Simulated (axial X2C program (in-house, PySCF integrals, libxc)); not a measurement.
# NaMg⁺: one setting changed

All values come from calculations with an axial X2C code built on PySCF integrals, spin-free (one-electron X2C) or two-component (2c: spin–orbit coupling with atomic mean-field Coulomb and Gaunt terms, which also bring small scalar terms), in Dyall basis sets with cores contracted in-house; open shells are unrestricted.

Basis sets: Mg dyall-v3z, Na dyall-v3z. Frozen shells (counts by l): NaMg⁺ Mg 2s1p, Na 1s, 10 electrons correlated. Where the outer core of a metal is frozen, bonds come out longer and ionisation energies lower.

Standard run:

```csv
Hamiltonian,level,state,Re (Å),ωe (cm⁻¹),De (eV)
spin-free,PBE0,"M_S = 0, Λ = 0",3.197,155.0,0.65
spin-free,HF,"M_S = 0, Λ = 0",3.321,140.7,0.52
spin-free,MP2,"M_S = 0, Λ = 0",3.234,150.3,0.57
spin-free,PBEsol,"M_S = 0, Λ = 0",3.189,152.8,0.67
spin-free,PBE,"M_S = 0, Λ = 0",3.190,154.0,0.69
2c,PBE0,Ω = 0,3.197,154.9,0.65
2c,HF,Ω = 0,3.321,140.7,0.52
2c,MP2,Ω = 0,3.234,150.3,0.57
2c,PBEsol,Ω = 0,3.189,152.8,0.67
2c,PBE,Ω = 0,3.190,154.0,0.69
```

The run was repeated with the speed of light multiplied by 2 (cfac = 2, standard 1):

```csv
Hamiltonian,level,state,Re (Å),ωe (cm⁻¹),De (eV)
spin-free,PBE0,"M_S = 0, Λ = 0",3.200,154.8,0.65
spin-free,HF,"M_S = 0, Λ = 0",3.324,140.6,0.52
spin-free,MP2,"M_S = 0, Λ = 0",3.237,150.2,0.57
spin-free,PBEsol,"M_S = 0, Λ = 0",3.192,152.7,0.67
spin-free,PBE,"M_S = 0, Λ = 0",3.193,153.8,0.69
2c,PBE0,Ω = 0,3.200,154.8,n/a
2c,HF,Ω = 0,3.324,140.6,n/a
2c,MP2,Ω = 0,3.237,150.2,n/a
2c,PBEsol,Ω = 0,3.192,152.7,n/a
2c,PBE,Ω = 0,3.193,153.8,n/a
```

These are model numbers, not those of the real molecule; 2c De is not given for changed settings.

(1) How far did the change move Re and ωe against the standard run?

Each entry is the lowest single determinant of a limited PBE0 search at one distance. De goes to single-determinant-based atoms at the same level (for ions the charge split of lowest energy) and is withheld (n/a) where an atom does not fit its ground term or J level. Main or longest-lived isotopes.

## Answers

(1) PBE0 spin-free: ΔRe 0.003 Å, Δωe -0.2 cm⁻¹; HF spin-free: ΔRe 0.003 Å, Δωe -0.1 cm⁻¹; MP2 spin-free: ΔRe 0.003 Å, Δωe -0.1 cm⁻¹; PBEsol spin-free: ΔRe 0.003 Å, Δωe -0.1 cm⁻¹; PBE spin-free: ΔRe 0.003 Å, Δωe -0.2 cm⁻¹; PBE0 2c: ΔRe 0.003 Å, Δωe -0.1 cm⁻¹; HF 2c: ΔRe 0.003 Å, Δωe -0.1 cm⁻¹; MP2 2c: ΔRe 0.003 Å, Δωe -0.1 cm⁻¹; PBEsol 2c: ΔRe 0.003 Å, Δωe -0.1 cm⁻¹; PBE 2c: ΔRe 0.003 Å, Δωe -0.2 cm⁻¹. Leading relativistic terms scale as 1/c², here by a factor 0.25.
